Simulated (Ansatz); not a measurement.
What does this script print? It uses Ansatz 0.2.0 through its Python package.

`alclo_composite.py`
```python
from dataclasses import dataclass
import itertools
import warnings

import ansatz as az
from ase import Atoms
from ase.data import atomic_numbers, covalent_radii
import numpy as np


@dataclass(frozen=True)
class Settings:
    basis_set: str = "def2-SVP"
    xc: str = "B3LYP"
    vdw: str = "d4"


settings = Settings()


def main() -> None:
    warnings.simplefilter("ignore", az.DeckWarning)

    atoms = Atoms(["O", "Al", "Cl"], positions=[
        [0.10747, 1.69426, 0.24596],
        [0.00934, 0.14722, 0.02138],
        [-0.11682, -1.84149, -0.26733],
    ])
    alclo = az.Crystal.molecule_from_ase(atoms)

    model = (
        alclo.calculation()
        .basis(gaussian=settings.basis_set)
        .functional(settings.xc, dispersion=settings.vdw)
    )
    symbols = [site.symbol for site in alclo.cartesian_sites]
    start = np.array([site.position_ang for site in alclo.cartesian_sites], dtype=float)
    rep = model.relax(force_tolerance=0.01).run(threads=1).report
    end = np.array(rep["positions_ang"])
    radius = [covalent_radii[atomic_numbers[s]] for s in symbols]
    span = lambda where, i, j: np.linalg.norm(where[i] - where[j])
    bonded = [(i, j) for i, j in itertools.combinations(range(len(symbols)), 2) if min(span(start, i, j), span(end, i, j)) < 1.2 * (radius[i] + radius[j])]
    print("pair        before    after (A)")
    for i, j in bonded:
        print(f"{symbols[i]}{i}-{symbols[j]}{j}".ljust(10), f"{span(start, i, j):8.4f} {span(end, i, j):8.4f}")
    for first, second in list(itertools.combinations(bonded, 2)):
        shared = set(first) & set(second)
        if shared and symbols[(j := shared.pop())] != "H":
            i, k = sorted((set(first) | set(second)) - {j})
            u, v = end[i] - end[j], end[k] - end[j]
            angle = np.degrees(np.arccos(np.clip(u @ v / np.linalg.norm(u) / np.linalg.norm(v), -1, 1)))
            print(f"final angle {symbols[i]}{i}-{symbols[j]}{j}-{symbols[k]}{k}: {angle:.2f} deg")

    minimum = az.Crystal.molecule()
    for symbol, place in zip(symbols, end):
        minimum = minimum.atom(symbol, place.tolist())
    at_minimum = minimum.calculation()
    level = lambda method, basis: at_minimum.basis(gaussian=basis).correlation(method).run(threads=1).report
    small, large, cluster = level("mp2", "cc-pVDZ"), level("mp2", "cc-pVTZ"), level("ccsd_t", "cc-pVDZ")
    corr = lambda each: (each["free_energy_ev"] - each["reference_energy_ev"]) / 27.211386246
    mp2_limit = (27 * corr(large) - 8 * corr(small)) / 19
    pieces = {"HF / cc-pVTZ": large["reference_energy_ev"] / 27.211386246, "MP2 correlation, DZ-TZ limit": mp2_limit, "CCSD(T) - MP2 / cc-pVDZ": corr(cluster) - corr(small)}
    for name, value in pieces.items():
        print(f"{name:32s} {value:14.6f} Ha")
    print(f"{'sum':32s} {sum(pieces.values()):14.6f} Ha")
    print("T1 diagnostic", round(cluster["correlation"]["coupled_cluster"]["t1_diagnostic"], 4))


if __name__ == "__main__":
    main()
```

```console
$ python alclo_composite.py
pair        before    after (A)
O0-Al1       1.5663   1.6032
Al1-Cl2      2.0135   2.0721
final angle O0-Al1-Cl2: 180.00 deg
HF / cc-pVTZ                        -776.377020 Ha
MP2 correlation, DZ-TZ limit          -0.555844 Ha
CCSD(T) - MP2 / cc-pVDZ               -0.019525 Ha
sum                                 -776.952388 Ha
T1 diagnostic 0.0283
```

Caveats:
- Total energies depend on the basis set; only differences at equal settings carry meaning.
- The sum leaves out core correlation, relativity, the Hartree-Fock basis error and zero-point energy; a DZ-TZ extrapolation is rough.
- b3lyp holds the VWN-RPA fit, as in Gaussian; the form of ORCA and Turbomole is b3lyp5.
- Inner cores stay frozen, so this is valence correlation.
- For Al to Cl the sets with a tight d function, cc-pV(X+d)Z, are usual.
- Run time: 7.3 s on 1 thread of Arm Neoverse V2, with other jobs on the host, peak memory 0.22 GiB.

(Lines on the test bed's own set-up are left out of the output.)
